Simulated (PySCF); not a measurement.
## Core-level binding energies of `NBP`

BH5NP.
Numbering: `[NH2:1][BH:2][PH2:3]`

Structure used (PBE0-D3(BJ)/def2-SVP), in Å, numbered top down from 1:
```xyz
8
BH5NP angstrom
N     -1.2779   -0.0879   -0.1404
B     -0.0220   -0.2437    0.4265
P      1.5027    0.5907   -0.4707
H     -2.1209   -0.4696    0.2708
H     -1.4358    0.4225   -1.0016
H      0.0769   -0.8800    1.4511
H      2.4503   -0.4084   -0.0894
H      1.8269    1.4144    0.6534
```

Method: delta-SCF UKS SCAN, pcX-2 on the ionised atom, pcseg-1 elsewhere, spin-free X2C in PySCF. Binding energies are ΔSCF values: E(core-ionised, relaxed orbitals) − E(ground state) at a fixed geometry, referred to the vacuum level.

**Question.** What binding energy does each computed site have?

**Answer.** 
```
atom(s)   bonded to    level  binding energy (eV)  2p1/2 (eV)  count
     N1   2 H and B     N 1s               405.62           –      1
     B2  N, H and P     B 1s               195.82           –      1
     P3   2 H and B  P 2p3/2               135.92      136.81      1
     P3   2 H and B     P 1s              2149.47           –      1
```

**Question.** Express the binding energy of P 2p3/2 of P3 in atomic units and per mole.

**Answer.** 135.92 eV = 4.9950 Eh = 13114 kJ/mol.

**Question.** Which photon wavelength matches the P 2p3/2 of P3 threshold?

**Answer.** λ = hc/E = 12398.42 eV Å / 135.92 eV = 91.219 Å.

The 2p values aren't plain energy differences: one relaxed spin-free 2p hole is combined with a matrix within the shell (ground-state 2p orbital-energy differences and spin–orbit coupling). 2p3/2, the mean of its two sublevels, lies a third of the splitting below the shell's mean and 2p1/2 two thirds above it; the statistical areas are 2:1. 2p1/2 minus 2p3/2 (ligand field included): P 0.89 eV. Isolated species at its PBE0-D3(BJ)/def2-SVP geometry (one conformer only).
